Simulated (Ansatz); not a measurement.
Species: beryllium hydride, BeH, net charge 0, doublet state. SMILES: [BeH]
Coordinates optimised at B3LYP-D3(BJ)/def2-TZVP (Ansatz, a quantum-chemistry and plane-wave program):
```
Be
H 1 1.3474
```
Charge 0, spin multiplicity 2.

Property: enthalpy of formation at 298 K, in kcal/mol. Set-up: 6-311+G** with 5d; LANL2DZ all-electron up to Ne; UHF or UKS for open shells; no spin-orbit coupling; non-relativistic; six Cartesian d functions in 6-31G* and its kin unless marked 5d. Ab initio and DFT rows: single points at B3LYP-D3(BJ) geometries (Ansatz), with unscaled harmonic terms from B3LYP/6-31G* at its own minima, enthalpies of formation by atomisation with measured atoms. The Hartree-Fock reference of Be atom is unstable towards a lower, spin-broken solution.

Measured values: G2/97 table in ASE (Curtiss et al.); they hold spin-orbit and core effects, anharmonicity. 

Value to compare with, the measured value: 81.7 kcal/mol.

```csv
level,program,enthalpy of formation at 298 K (kcal/mol),error
HF/STO-3G,Ansatz,58.8,-22.9
HF/3-21G,Ansatz,83.8,2.1
HF/LANL2DZ,Ansatz,84.6,2.9
HF/6-31G*,Ansatz,80.1,-1.6
HF/6-311+G**,Ansatz,81.6,-0.1
```

Among the 5 habitual levels, HF/STO-3G lies farthest from the measured value (-22.9 kcal/mol) and HF/6-311+G** nearest (-0.1); 2 of 5 lie above it, and their mean absolute error is 5.9 kcal/mol, the median 2.1. One case shows no general order.

The sets are all those run for this method; runs whose electronic state is in doubt are left out.
